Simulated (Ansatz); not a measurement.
Input file:

```yaml
crystal:
  periodic: [false, false, false]
  atoms:
    - {symbol: Si, position_ang: [0.000000, 0.000000, -0.659267]}
    - {symbol: Be, position_ang: [0.000000, 0.000000, -2.738467]}
    - {symbol: H, position_ang: [0.000000, 0.000000, 3.397733]}
basis:
  gaussian: {orbitals: 6-31G}
magnetization: {spin_polarized: true, initial_magnetization: 3}
correlation: {method: ccsdt_q, electrons: outside_noble_gas}
accuracy: high
```

```sh
$ ansatz run in.yaml --threads 1 --pin off --events-out ev --progress --plain --max-ram 2393MiB
```

Task: Roughly how long does this take on 1 thread of Arm Neoverse V1, shared host, and how much host memory?

Result: 4.9 s wall and 0.17 GiB.

```
499 factors; integrals over basis functions are off by at most 3.6e-9 eV
mean field evaluation 1: about -8268.9053 eV, gradient 6.3e0 eV
mean field evaluation 2: about -8268.9099 eV, gradient 6.3e0 eV
mean field evaluation 4: about -8269.5498 eV, gradient 1.0e0 eV
mean field evaluation 8: about -8269.5702 eV, gradient 2.9e-1 eV
mean field evaluation 16: about -8270.2907 eV, gradient 1.3e-4 eV
mean field evaluation 32: about -8269.5696 eV, gradient 8.9e-3 eV
mean field evaluation 64: about -8266.9015 eV, gradient 1.3e1 eV
mean field evaluation 96: about -8269.7874 eV, gradient 3.7e-1 eV
mean field evaluation 128: about -8265.1227 eV, gradient 4.5e0 eV
mean field evaluation 160: about -8267.6653 eV, gradient 4.0e-1 eV
...
mean field -8270.29069187 eV, -303.9275771217 hartree, gradient 1.3e-8 eV, S^2 4.572342; 14 other end points of the search recorded, 0 dependent functions left out
determinant -8270.29069187 eV, -303.9275771217 hartree, with singles and doubles -8271.78262342 eV, -303.9824045952 hartree
determinant -8270.09383723 eV, -303.9203428474 hartree, with singles and doubles -8271.19450439 eV, -303.9607916193 hartree
determinant -8269.80698576 eV, -303.9098012503 hartree, with singles and doubles -8271.51493797 eV, -303.9725673362 hartree
determinant -8269.77086760 eV, -303.9084739325 hartree, with singles and doubles -8271.69696526 eV, -303.9792567159 hartree
determinant -8269.49775415 eV, -303.8984371980 hartree, with singles and doubles -8271.03881669 eV, -303.9550702021 hartree
determinant -8268.85851601 eV, -303.8749456297 hartree, with singles and doubles -8270.48440278 eV, -303.9346958665 hartree
determinant -8267.70303032 eV, -303.8324823138 hartree, with singles and doubles -8269.78023523 eV, -303.9088181862 hartree
determinant -8267.56647188 eV, -303.8274638837 hartree, with singles and doubles -8270.09799756 eV, -303.9204957364 hartree
determinant -8270.29069187 eV, -303.9275771217 hartree, with singles and doubles -8271.83458139 eV, -303.9843140152 hartree
determinant -8269.80698576 eV, -303.9098012503 hartree, with singles and doubles -8271.74768778 eV, -303.9811207340 hartree
determinant -8269.77086760 eV, -303.9084739325 hartree, with singles and doubles -8271.75838125 eV, -303.9815137118 hartree
determinant -8269.56962654 eV, -303.9010784596 hartree, with singles and doubles -8271.80741589 eV, -303.9833157016 hartree
determinant -8269.56962654 eV, -303.9010784596 hartree, with singles and doubles -8271.81192647 eV, -303.9834814623 hartree
6 core orbitals not correlated: weight in the atoms' cores, before any rotation towards them, 1.000 or more for the frozen orbitals, at most 0.000 for the correlated occupied ones
reference -8270.29069187 eV, -303.9275771217 hartree; 5, 2 occupied and 13, 16 virtual orbitals, 499 factors
second order -0.82699758 eV of doubles, -0.00000000 eV of singles
...
cycle  51  -1.70380109 eV  change    5.2e-9 eV  update   2.1e-9
cycle  52  -1.70380109 eV  change    1.5e-9 eV  update   1.3e-9
cycle  53  -1.70380109 eV  change   5.1e-10 eV  update   1.5e-9
cycle  54  -1.70380109 eV  change   2.0e-10 eV  update   1.7e-9
cycle  55  -1.70380109 eV  change   9.2e-11 eV  update   2.5e-9
cycle  56  -1.70380109 eV  change  -3.3e-10 eV  update   3.1e-9
cycle  57  -1.70380109 eV  change  -5.0e-10 eV  update   1.9e-9
cycle  58  -1.70380109 eV  change  -7.0e-10 eV  update  6.6e-10
cycle  59  -1.70380109 eV  change  -4.1e-10 eV  update  2.0e-10
cycle  60  -1.70380109 eV  change  -3.0e-10 eV  update  1.5e-10
perturbative correction -0.01212454 eV, -0.0004455686 hartree
Total energy: -8272.00661750 eV, -303.9906362255 hartree
```

The T1 diagnostic is 0.135.
